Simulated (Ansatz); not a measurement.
Basis-set extrapolation for ClLi (`[Li][Cl]`) (PBE0-D4/def2-TZVP geometry, frozen core, the Gaussian-basis code of Ansatz). Multiplicity 1, RHF reference. For Li the program correlates outer-core shells too, which these sets cover unevenly, so the extrapolated numbers aren't a true limit.

```
                      def2-TZVPP   def2-QZVPP
                 HF  -467.041296  -467.055375
    MP2 correlation    -0.232164    -0.255029
CCSD(T) correlation    -0.261293    -0.285587
```

Energies in hartree. Use E(X) = E(∞) + A·exp(−7.88·√X) for Hartree–Fock and E(X) = E(∞) + B·X^(−2.97) for correlation, with X = 3 and 4.

Task: What is the CCSD(T) energy at the basis-set limit?

Result: HF limit: -467.055375 + (-0.014079) × 0.13774 = -467.05731. Correlation limit: -0.285587 + (-0.024294) × 0.74074 = -0.30358. Total: -467.36089 hartree, 153.1 kJ/mol below CCSD(T)/def2-TZVPP.
